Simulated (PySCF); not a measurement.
Simulated outer-valence photoelectron spectrum of `F[C@H]1CCS1`. Computed with EOM-IP-CCSD/aug-cc-pVDZ in PySCF, restricted Hartree–Fock reference, 9 core orbitals frozen, non-relativistic, gas phase, PBE0-D3(BJ)/def2-SVP geometry.

Each root has a Gaussian of 0.5 eV full width with its one-hole share as area; cross sections and vibrations are left out, and the highest printed point is 100.

ionisation energy (eV), intensity and a bar:
```
      8.4          1 
      8.6         12 ###
      8.8         53 ################
      9.0         98 ##############################
      9.2         75 #######################
      9.4         24 #######
      9.6          3 #
      9.8          0 
     10.0          0 
     10.2          2 #
     10.4         20 ######
     10.6         69 #####################
     10.8        100 ##############################
     11.0         60 ##################
     11.2         15 ####
     11.4          8 ##
     11.6         37 ###########
     11.8         89 ###########################
     12.0         90 ###########################
     12.2         44 #############
     12.4         44 #############
     12.6         91 ###########################
     12.8         95 #############################
     13.0         74 ######################
     13.2         97 #############################
     13.4         88 ###########################
     13.6         35 ###########
     13.8          6 ##
     14.0          6 ##
     14.2         34 ##########
     14.4         87 ##########################
     14.6         90 ###########################
     14.8         39 ############
     15.0          8 ##
     15.2         15 ####
     15.4         59 ##################
     15.6         98 ##############################
     15.8         70 #####################
     16.0         36 ###########
     16.2         65 ###################
     16.4         97 #############################
     16.6         62 ###################
     16.8         17 #####
     17.0          2 #
```

Where are the maxima, and how many lines lie under the curve?

8 maxima, at 9.0, 10.8, 11.9, 12.7, 13.3, 14.5, 15.6 and 16.4 eV, from 8 lines.

List the lines with their holes.

| E (eV) | leading hole (HF orbital) | area | Koopmans (eV) |
| --- | --- | --- | --- |
| 9.04 | HOMO | 0.96 | 9.70 |
| 10.78 | HOMO-1 | 0.96 | 11.50 |
| 11.90 | HOMO-2 | 0.96 | 13.00 |
| 12.70 | HOMO-3 | 0.95 | 14.03 |
| 13.29 | HOMO-4 | 0.96 | 14.36 |
| 14.51 | HOMO-5 | 0.95 | 16.26 |
| 15.62 | HOMO-6 | 0.94 | 17.19 |
| 16.40 | HOMO-7 | 0.93 | 18.25 |

The widest gap, 1.74 eV, lies between 9.04 and 10.78 eV. Only orbitals with −ε under 21 eV, eight at most, were ionised, so the high end of the curve may lack lines.

One conformer stands for the species.
